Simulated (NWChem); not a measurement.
System: SiH4; SMILES [SiH4]

Computed with NWChem. Medium grid unless said otherwise, to which SCAN and Minnesota functionals are sensitive. The geometry was optimised at PBE0/def2-SVP. Hybrids' shares of exact exchange are those that their runs print; pure functionals count as 0. The functionals differ in more than this share.

```
row                                     share of exact exchange  highest occupied level (eV)
--------------------------------------  -----------------------  ---------------------------
LDA (Slater exchange, VWN5)/def2-TZVPD                     0.00                        -8.50
PBE/def2-TZVPD                                             0.00                        -8.50
B3LYP/def2-TZVPD                                           0.20                        -9.64
PBE0/def2-TZVPD                                            0.25                        -9.84
M06-2X/def2-TZVPD                                          0.54                     withheld
Hartree-Fock/def2-TZVPD                                    1.00                       -13.19
```

Problem. Fit a straight line of the last column on the one before it, predict the withheld value, and compare with the run.

Solution. 
1. Means of the 5 shown rows: x = 0.290, y = -9.934. Slope Σ(x − x̄)(y − ȳ)/Σ(x − x̄)² = -3.174/0.6820 = -4.654; intercept -8.584.
2. The shown rows scatter about the line by 0.090 (root mean square); the largest residual is -0.13, at B3LYP/def2-TZVPD.
3. At x = 0.54 (M06-2X/def2-TZVPD; inside the shown range) the line gives -11.10.
4. The run gives -11.04, +0.06 from the line, 0.7 times the scatter.
